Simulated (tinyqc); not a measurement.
ROHF in the sto-3g basis, for OH+, spin multiplicity 3, step by step (part 1 of 2). This run ends on a higher stationary point, not on the lowest solution. Computed by tinyqc, a small Python program that keeps every step (integrals from PySCF). Settings: charge = 1, multiplicity = 3, basis = sto-3g, energy threshold = 1e-10, iteration cap = 87, orthogonalisation = symmetric, start = highest core orbitals, DIIS depth = 0, method = ROHF. Command: `OMP_NUM_THREADS=1 python tinyqc.py 29163 29164 out.jsonl` (the two numbers bound the seeds that draw the settings). One thread of a shared host (Intel(R) Xeon(R) Processor @ 2.60GHz), about 0.05 s of CPU time with the checks. Later iterations appear only in the table of the cycle.

## One-electron integrals

Geometry (angstrom):

| atom | x | y | z |
|---|---|---|---|
| O | 0.00000 | 0.00000 | 0.00000 |
| H | 0.00000 | 0.00000 | 1.46200 |

Basis sto-3g: exponents (1/bohr^2) and contraction coefficients of normalised primitives:

| element | l (shell) | exponent | coefficient |
|---|---|---|---|
| O | s (1) | 130.70932 | 0.15433 |
| O | s (1) | 23.80886 | 0.53533 |
| O | s (1) | 6.44361 | 0.44463 |
| O | s (2) | 5.03315 | -0.09997 |
| O | s (2) | 1.16960 | 0.39951 |
| O | s (2) | 0.38039 | 0.70012 |
| O | p (3) | 5.03315 | 0.15592 |
| O | p (3) | 1.16960 | 0.60768 |
| O | p (3) | 0.38039 | 0.39196 |
| H | s (1) | 3.42525 | 0.15433 |
| H | s (1) | 0.62391 | 0.53533 |
| H | s (1) | 0.16886 | 0.44463 |

Overlap, kinetic and nuclear-attraction integrals over the contracted functions; the nuclear repulsion is the sum of Za Zb / Rab.

nuclear repulsion = 2.8956345 hartree

overlap S, lower triangle:
```
          1O 1s    1O 2s   1O 2px   1O 2py   1O 2pz    2H 1s
1O 1s   1.00000
1O 2s   0.23670  1.00000
1O 2px  0.00000  0.00000  1.00000
1O 2py  0.00000  0.00000  0.00000  1.00000
1O 2pz  0.00000  0.00000  0.00000  0.00000  1.00000
2H 1s   0.01672  0.21275  0.00000  0.00000  0.20938  1.00000
```

kinetic energy T (hartree), lower triangle:
```
           1O 1s     1O 2s   1O 2px   1O 2py   1O 2pz    2H 1s
1O 1s   29.00320
1O 2s   -0.16801   0.80813
1O 2px   0.00000   0.00000  2.52873
1O 2py   0.00000   0.00000  0.00000  2.52873
1O 2pz   0.00000   0.00000  0.00000  0.00000  2.52873
2H 1s   -0.00514  -0.00305  0.00000  0.00000  0.04399  0.76003
```

nuclear attraction V (hartree), lower triangle:
```
            1O 1s     1O 2s    1O 2px    1O 2py    1O 2pz     2H 1s
1O 1s   -60.98041
1O 2s    -7.26876  -9.41376
1O 2px    0.00000   0.00000  -9.32733
1O 2py    0.00000   0.00000   0.00000  -9.32733
1O 2pz   -0.00665  -0.08374   0.00000   0.00000  -9.36901
2H 1s    -0.52505  -1.39520   0.00000   0.00000  -1.18282  -4.10846
```

core Hamiltonian H = T + V (hartree), lower triangle:
```
            1O 1s     1O 2s    1O 2px    1O 2py    1O 2pz     2H 1s
1O 1s   -31.97721
1O 2s    -7.43677  -8.60563
1O 2px    0.00000   0.00000  -6.79860
1O 2py    0.00000   0.00000   0.00000  -6.79860
1O 2pz   -0.00665  -0.08374   0.00000   0.00000  -6.84027
2H 1s    -0.53019  -1.39825   0.00000   0.00000  -1.13883  -3.34843
```

## Two-electron integrals

Functions are numbered as in S; the eight-fold symmetry (ij|kl) = (ji|kl) = (kl|ij) leaves the list below.

Two-electron integrals (ij|kl) in chemists' order, unique and non-zero (hartree):
```
(11|11) 4.78507   (21|11) 0.74138   (21|21) 0.13687   (22|11) 1.11895
(22|21) 0.25663   (22|22) 0.81721   (31|31) 0.02448   (32|31) 0.03781
(32|32) 0.18052   (33|11) 1.11581   (33|21) 0.25668   (33|22) 0.81702
(33|33) 0.88016   (41|41) 0.02448   (42|41) 0.03781   (42|42) 0.18052
(43|43) 0.04744   (44|11) 1.11581   (44|21) 0.25668   (44|22) 0.81702
(44|33) 0.78527   (44|44) 0.88016   (51|51) 0.02448   (52|51) 0.03781
(52|52) 0.18052   (53|53) 0.04744   (54|54) 0.04744   (55|11) 1.11581
(55|21) 0.25668   (55|22) 0.81702   (55|33) 0.78527   (55|44) 0.78527
(55|55) 0.88016   (61|11) 0.05293   (61|21) 0.00970   (61|22) 0.01811
(61|33) 0.01808   (61|44) 0.01808   (61|51) 0.00041   (61|52) 0.00078
(61|55) 0.01817   (61|61) 0.00069   (62|11) 0.15733   (62|21) 0.03666
(62|22) 0.13317   (62|33) 0.13081   (62|44) 0.13081   (62|51) 0.00269
(62|52) 0.02260   (62|55) 0.13776   (62|61) 0.00265   (62|62) 0.02950
(63|31) 0.00346   (63|32) 0.02149   (63|53) 0.00443   (63|63) 0.00378
(64|41) 0.00346   (64|42) 0.02149   (64|54) 0.00443   (64|64) 0.00378
(65|11) 0.12674   (65|21) 0.02987   (65|22) 0.11606   (65|33) 0.11119
(65|44) 0.11119   (65|51) 0.00530   (65|52) 0.03931   (65|55) 0.12565
(65|61) 0.00223   (65|62) 0.03137   (65|65) 0.03680   (66|11) 0.36016
(66|21) 0.08521   (66|22) 0.35671   (66|33) 0.34545   (66|44) 0.34545
(66|51) 0.00640   (66|52) 0.07695   (66|55) 0.37896   (66|61) 0.00617
(66|62) 0.11040   (66|65) 0.13503   (66|66) 0.77461
```

## Orthogonalisation

S = U s U^T; symmetric (Loewdin) form X = U s^(-1/2) U^T, so that X^T S X = 1.

eigenvalues of S: 0.65345  0.85199  1.00000  1.00000  1.13213  1.36243

X, lower triangle:
```
           1O 1s     1O 2s   1O 2px   1O 2py    1O 2pz    2H 1s
1O 1s    1.02224
1O 2s   -0.12504   1.04108
1O 2px   0.00000   0.00000  1.00000
1O 2py   0.00000   0.00000  0.00000  1.00000
1O 2pz  -0.00225   0.01837  0.00000  0.00000   1.01761
2H 1s    0.01190  -0.11536  0.00000  0.00000  -0.11103  1.03609
```

## Starting guess

The start is the highest orbitals of the core Hamiltonian (a deliberately bad start); D(s) = C_occ C_occ^T for each spin.

D(alpha) at the start, lower triangle:
```
           1O 1s     1O 2s   1O 2px   1O 2py    1O 2pz    2H 1s
1O 1s    0.05802
1O 2s   -0.25351   1.11310
1O 2px   0.00000   0.00000  1.00000
1O 2py   0.00000   0.00000  0.00000  1.00000
1O 2pz  -0.00824   0.05091  0.00000  0.00000   1.04819
2H 1s    0.03822  -0.24314  0.00000  0.00000  -0.23016  1.09926
```

D(beta) at the start, lower triangle:
```
           1O 1s     1O 2s   1O 2px   1O 2py    1O 2pz    2H 1s
1O 1s    0.00041
1O 2s   -0.00327   0.02607
1O 2px   0.00000   0.00000  1.00000
1O 2py   0.00000   0.00000  0.00000  1.00000
1O 2pz  -0.00265   0.02112  0.00000  0.00000   0.01712
2H 1s    0.02109  -0.16824  0.00000  0.00000  -0.13635  1.08593
```

## Iteration 1: building the Fock matrix

J_ij = sum D_kl (ij|kl) with D = D(alpha) + D(beta), K_ij = sum D_kl (ik|jl) for each spin; F = H + J - K(s); E = tr D H + tr D J / 2 - 0.5 sum_s tr D(s) K(s) + E_nn.

Coulomb J (hartree), lower triangle:
```
          1O 1s    1O 2s   1O 2px   1O 2py   1O 2pz    2H 1s
1O 1s   7.39641
1O 2s   1.70084  5.58998
1O 2px  0.00000  0.00000  5.59940
1O 2py  0.00000  0.00000  0.00000  5.59940
1O 2pz  0.01286  0.14602  0.00000  0.00000  5.56762
2H 1s   0.12028  1.00954  0.00000  0.00000  0.95099  3.68366
```

exchange K(alpha) (hartree), lower triangle:
```
          1O 1s    1O 2s   1O 2px   1O 2py   1O 2pz    2H 1s
1O 1s   0.12860
1O 2s   0.12074  1.29778
1O 2px  0.00000  0.00000  1.15245
1O 2py  0.00000  0.00000  0.00000  1.15245
1O 2pz  0.00005  0.00962  0.00000  0.00000  1.16455
2H 1s   0.01185  0.23179  0.00000  0.00000  0.20042  0.81695
```

exchange K(beta) (hartree), lower triangle:
```
           1O 1s    1O 2s   1O 2px   1O 2py   1O 2pz    2H 1s
1O 1s    0.04967
1O 2s    0.07587  0.36642
1O 2px   0.00000  0.00000  0.92869
1O 2py   0.00000  0.00000  0.00000  0.92869
1O 2pz  -0.00005  0.00757  0.00000  0.00000  0.10712
2H 1s    0.00616  0.09180  0.00000  0.00000  0.08717  0.77771
```

F(alpha) (hartree), lower triangle:
```
            1O 1s     1O 2s    1O 2px    1O 2py    1O 2pz     2H 1s
1O 1s   -24.70940
1O 2s    -5.85666  -4.31343
1O 2px    0.00000   0.00000  -2.35165
1O 2py    0.00000   0.00000   0.00000  -2.35165
1O 2pz    0.00615   0.05266   0.00000   0.00000  -2.43721
2H 1s    -0.42176  -0.62050   0.00000   0.00000  -0.38826  -0.48172
```

F(beta) (hartree), lower triangle:
```
            1O 1s     1O 2s    1O 2px    1O 2py    1O 2pz     2H 1s
1O 1s   -24.63047
1O 2s    -5.81179  -3.38206
1O 2px    0.00000   0.00000  -2.12789
1O 2py    0.00000   0.00000   0.00000  -2.12789
1O 2pz    0.00625   0.05471   0.00000   0.00000  -1.37977
2H 1s    -0.41606  -0.48050   0.00000   0.00000  -0.27501  -0.44248
```

total energy of this density = -28.5736677 hartree

## Iteration 1: Roothaan effective Fock matrix

With projectors Pc = D(beta) S, Po = (D(alpha) - D(beta)) S, Pv = 1 - D(alpha) S, the block xy is Px^T F Py; with Fc = (F(alpha) + F(beta))/2, the blocks are Fc for cc, oo, vv and cv, F(beta) for co and F(alpha) for ov.

effective F (hartree), lower triangle:
```
            1O 1s     1O 2s    1O 2px    1O 2py    1O 2pz     2H 1s
1O 1s   -24.67006
1O 2s    -5.84492  -3.85297
1O 2px    0.00000   0.00000  -2.23977
1O 2py    0.00000   0.00000   0.00000  -2.23977
1O 2pz    0.00611   0.05277   0.00000   0.00000  -1.91035
2H 1s    -0.42059  -0.55331   0.00000   0.00000  -0.34222  -0.46544
```

## Iteration 1: diagonalisation and new density

Diagonalise F' = X^T F X, C = X C', fill 5 alpha and 3 beta electrons from the bottom; D(s) = C_occ C_occ^T. Each column has its largest component positive (the first on a tie).

F' = X^T F X (hartree), lower triangle:
```
           1         2         3         4         5         6
1  -24.35407
2   -2.62094  -2.92264
3    0.00000   0.00000  -2.23977
4    0.00000   0.00000   0.00000  -2.23977
5   -0.00556   0.06000   0.00000   0.00000  -1.90357
6   -0.03579  -0.16392   0.00000   0.00000  -0.11194  -0.35995
```

orbital energies (hartree): MO1 -24.67006, MO2 -2.62172, MO3 -2.23977, MO4 -2.23977, MO5 -1.90833, MO6 -0.34011

coefficients C:
```
             MO1       MO2       MO3      MO4       MO5       MO6
1O 1s    0.99995  -0.24448   0.00000  0.00000  -0.01815   0.02737
1O 2s    0.00018   1.03449   0.00000  0.00000   0.08036  -0.19108
1O 2px   0.00000   0.00000   0.98486  0.17338   0.00000   0.00000
1O 2py   0.00000   0.00000  -0.17338  0.98486   0.00000   0.00000
1O 2pz  -0.00035  -0.06338   0.00000  0.00000   1.00459  -0.18704
2H 1s    0.00037  -0.03878   0.00000  0.00000  -0.03661   1.04710
```

D(alpha) after iteration 1, lower triangle:
```
           1O 1s     1O 2s   1O 2px   1O 2py    1O 2pz    2H 1s
1O 1s    1.06000
1O 2s   -0.25419   1.07662
1O 2px   0.00000   0.00000  1.00000
1O 2py   0.00000   0.00000  0.00000  1.00000
1O 2pz  -0.00308   0.01517  0.00000  0.00000   1.01321
2H 1s    0.01052  -0.04306  0.00000  0.00000  -0.03432  0.00284
```

D(beta) after iteration 1, lower triangle:
```
           1O 1s     1O 2s    1O 2px   1O 2py   1O 2pz    2H 1s
1O 1s    1.05967
1O 2s   -0.25273   1.07016
1O 2px   0.00000   0.00000   0.96994
1O 2py   0.00000   0.00000  -0.17075  0.03006
1O 2pz   0.01515  -0.06556   0.00000  0.00000  0.00402
2H 1s    0.00985  -0.04012   0.00000  0.00000  0.00246  0.00150
```

Within a degenerate level the vectors are fixed only up to a rotation; this is one choice.

## Iteration 2: building the Fock matrix

As before.

Coulomb J (hartree), lower triangle:
```
           1O 1s     1O 2s    1O 2px   1O 2py   1O 2pz    2H 1s
1O 1s   16.24522
1O 2s    3.00757   7.12089
1O 2px   0.00000   0.00000   7.17382
1O 2py   0.00000   0.00000  -0.01620  7.08464
1O 2pz  -0.00396  -0.02318   0.00000  0.00000  7.08149
2H 1s    0.21337   1.10623   0.00000  0.00000  0.93818  2.83369
```

exchange K(alpha) (hartree), lower triangle:
```
          1O 1s    1O 2s   1O 2px   1O 2py   1O 2pz    2H 1s
1O 1s   4.91664
1O 2s   0.85616  1.42622
1O 2px  0.00000  0.00000  1.17468
1O 2py  0.00000  0.00000  0.00000  1.17468
1O 2pz  0.00017  0.00261  0.00000  0.00000  1.17596
2H 1s   0.06525  0.20545  0.00000  0.00000  0.14421  0.06049
```

exchange K(beta) (hartree), lower triangle:
```
           1O 1s     1O 2s    1O 2px   1O 2py   1O 2pz    2H 1s
1O 1s    4.86718
1O 2s    0.78030   1.06130
1O 2px   0.00000   0.00000   1.05370
1O 2py   0.00000   0.00000  -0.14219  0.27105
1O 2pz  -0.00195  -0.06570   0.00000  0.00000  0.24861
2H 1s    0.05645   0.13778   0.00000  0.00000  0.01438  0.02394
```

F(alpha) (hartree), lower triangle:
```
            1O 1s     1O 2s    1O 2px    1O 2py    1O 2pz     2H 1s
1O 1s   -20.64863
1O 2s    -5.28535  -2.91096
1O 2px    0.00000   0.00000  -0.79945
1O 2py    0.00000   0.00000  -0.01620  -0.88864
1O 2pz   -0.01078  -0.10953   0.00000   0.00000  -0.93474
2H 1s    -0.38207  -0.49748   0.00000   0.00000  -0.34486  -0.57523
```

F(beta) (hartree), lower triangle:
```
            1O 1s     1O 2s    1O 2px   1O 2py    1O 2pz     2H 1s
1O 1s   -20.59917
1O 2s    -5.20949  -2.54604
1O 2px    0.00000   0.00000  -0.67847
1O 2py    0.00000   0.00000   0.12598  0.01499
1O 2pz   -0.00866  -0.04122   0.00000  0.00000  -0.00740
2H 1s    -0.37326  -0.42980   0.00000  0.00000  -0.21503  -0.53868
```

total energy of this density = -73.7538329 hartree

## Iteration 2: Roothaan effective Fock matrix

As before.

effective F (hartree), lower triangle:
```
            1O 1s     1O 2s    1O 2px    1O 2py    1O 2pz     2H 1s
1O 1s   -20.62389
1O 2s    -5.24719  -2.72619
1O 2px    0.00000   0.00000  -0.73896
1O 2py    0.00000   0.00000   0.05489  -0.43682
1O 2pz   -0.00637  -0.05850   0.00000   0.00000  -0.47165
2H 1s    -0.37702  -0.45853   0.00000   0.00000  -0.25256  -0.54647
```

## Iteration 2: diagonalisation and new density

As before.

F' = X^T F X (hartree), lower triangle:
```
           1         2         3         4         5         6
1  -20.26038
2   -2.64164  -1.82041
3    0.00000   0.00000  -0.73896
4    0.00000   0.00000   0.05489  -0.43682
5   -0.01055  -0.03180   0.00000   0.00000  -0.43914
6   -0.00906  -0.16892   0.00000   0.00000  -0.15574  -0.46030
```

orbital energies (hartree): MO1 -20.63142, MO2 -1.47950, MO3 -0.74863, MO4 -0.58329, MO5 -0.42716, MO6 -0.28602

coefficients C:
```
             MO1       MO2       MO3       MO4      MO5       MO6
1O 1s    0.99493  -0.26024   0.00000   0.04652  0.00000   0.03138
1O 2s    0.02080   1.01338   0.00000  -0.23011  0.00000  -0.18117
1O 2px   0.00000   0.00000   0.98486   0.00000  0.17338   0.00000
1O 2py   0.00000   0.00000  -0.17338   0.00000  0.98486   0.00000
1O 2pz   0.00091   0.05407   0.00000   0.64289  0.00000  -0.79496
2H 1s   -0.00267   0.05457   0.00000   0.65122  0.00000   0.81987
```

D(alpha) after iteration 2, lower triangle:
```
           1O 1s     1O 2s   1O 2px   1O 2py   1O 2pz    2H 1s
1O 1s    1.05977
1O 2s   -0.25373   1.08031
1O 2px   0.00000   0.00000  1.00000
1O 2py   0.00000   0.00000  0.00000  1.00000
1O 2pz   0.01675  -0.09312  0.00000  0.00000  0.41623
2H 1s    0.01344  -0.09461  0.00000  0.00000  0.42161  0.42707
```

D(beta) after iteration 2, lower triangle:
```
           1O 1s    1O 2s    1O 2px   1O 2py   1O 2pz    2H 1s
1O 1s    1.05760
1O 2s   -0.24303  1.02736
1O 2px   0.00000  0.00000   0.96994
1O 2py   0.00000  0.00000  -0.17075  0.03006
1O 2pz  -0.01316  0.05482   0.00000  0.00000  0.00292
2H 1s   -0.01685  0.05524   0.00000  0.00000  0.00295  0.00298
```

## Iteration 3: building the Fock matrix

As before.

Coulomb J (hartree), lower triangle:
```
           1O 1s    1O 2s    1O 2px   1O 2py   1O 2pz    2H 1s
1O 1s   15.81843
1O 2s    2.91139  6.87152
1O 2px   0.00000  0.00000   6.93402
1O 2py   0.00000  0.00000  -0.01620  6.84484
1O 2pz   0.00431  0.05113   0.00000  0.00000  6.81301
2H 1s    0.20674  1.09760   0.00000  0.00000  0.95339  3.05814
```

exchange K(alpha) (hartree), lower triangle:
```
          1O 1s     1O 2s   1O 2px   1O 2py   1O 2pz    2H 1s
1O 1s   4.90206
1O 2s   0.83530   1.34127
1O 2px  0.00000   0.00000  1.15050
1O 2py  0.00000   0.00000  0.00000  1.15050
1O 2pz  0.00133  -0.01259  0.00000  0.00000  0.77738
2H 1s   0.06436   0.24466  0.00000  0.00000  0.29185  0.47232
```

exchange K(beta) (hartree), lower triangle:
```
          1O 1s    1O 2s    1O 2px   1O 2py   1O 2pz    2H 1s
1O 1s   4.86480
1O 2s   0.78069  1.05433
1O 2px  0.00000  0.00000   1.05053
1O 2py  0.00000  0.00000  -0.14219  0.26788
1O 2pz  0.00076  0.05853   0.00000  0.00000  0.24800
2H 1s   0.05546  0.18307   0.00000  0.00000  0.04447  0.05212
```

F(alpha) (hartree), lower triangle:
```
            1O 1s     1O 2s    1O 2px    1O 2py    1O 2pz     2H 1s
1O 1s   -21.06084
1O 2s    -5.36068  -3.07538
1O 2px    0.00000   0.00000  -1.01507
1O 2py    0.00000   0.00000  -0.01620  -1.10426
1O 2pz   -0.00367  -0.02002   0.00000   0.00000  -0.80464
2H 1s    -0.38781  -0.54531   0.00000   0.00000  -0.47729  -0.76260
```

F(beta) (hartree), lower triangle:
```
            1O 1s     1O 2s    1O 2px    1O 2py    1O 2pz     2H 1s
1O 1s   -21.02358
1O 2s    -5.30607  -2.78844
1O 2px    0.00000   0.00000  -0.91511
1O 2py    0.00000   0.00000   0.12598  -0.22164
1O 2pz   -0.00310  -0.09114   0.00000   0.00000  -0.27527
2H 1s    -0.37890  -0.48372   0.00000   0.00000  -0.22991  -0.34240
```

total energy of this density = -73.8671162 hartree

## Iteration 3: Roothaan effective Fock matrix

As before.

effective F (hartree), lower triangle:
```
            1O 1s     1O 2s    1O 2px    1O 2py    1O 2pz     2H 1s
1O 1s   -21.04223
1O 2s    -5.33315  -2.93038
1O 2px    0.00000   0.00000  -0.96509
1O 2py    0.00000   0.00000   0.05489  -0.66295
1O 2pz   -0.00587  -0.06153   0.00000   0.00000  -0.56798
2H 1s    -0.38562  -0.52269   0.00000   0.00000  -0.35547  -0.53093
```

## Iteration 3: diagonalisation and new density

As before.

F' = X^T F X (hartree), lower triangle:
```
           1         2         3         4         5         6
1  -20.67876
2   -2.65515  -2.01023
3    0.00000   0.00000  -0.96509
4    0.00000   0.00000   0.05489  -0.66295
5   -0.01086  -0.02058   0.00000   0.00000  -0.51536
6   -0.00710  -0.21959   0.00000   0.00000  -0.25766  -0.40863
```

orbital energies (hartree): MO1 -21.04912, MO2 -1.68034, MO3 -0.97475, MO4 -0.70185, MO5 -0.65328, MO6 -0.18167

coefficients C:
```
             MO1       MO2       MO3       MO4      MO5       MO6
1O 1s    0.99518  -0.25875   0.00000   0.04374  0.00000   0.03875
1O 2s    0.01978   1.01034   0.00000  -0.21190  0.00000  -0.21694
1O 2px   0.00000   0.00000   0.98486   0.00000  0.17338   0.00000
1O 2py   0.00000   0.00000  -0.17338   0.00000  0.98486   0.00000
1O 2pz   0.00081   0.05473   0.00000   0.74143  0.00000  -0.70390
2H 1s   -0.00234   0.06490   0.00000   0.53731  0.00000   0.89797
```

D(alpha) after iteration 3, lower triangle:
```
           1O 1s     1O 2s   1O 2px   1O 2py   1O 2pz    2H 1s
1O 1s    1.05925
1O 2s   -0.25101   1.06607
1O 2px   0.00000   0.00000  1.00000
1O 2py   0.00000   0.00000  0.00000  1.00000
1O 2pz   0.01907  -0.10180  0.00000  0.00000  0.55271
2H 1s    0.00438  -0.04834  0.00000  0.00000  0.40192  0.29291
```

D(beta) after iteration 3, lower triangle:
```
           1O 1s    1O 2s    1O 2px   1O 2py   1O 2pz    2H 1s
1O 1s    1.05734
1O 2s   -0.24174  1.02117
1O 2px   0.00000  0.00000   0.96994
1O 2py   0.00000  0.00000  -0.17075  0.03006
1O 2pz  -0.01336  0.05531   0.00000  0.00000  0.00300
2H 1s   -0.01912  0.06552   0.00000  0.00000  0.00355  0.00422
```
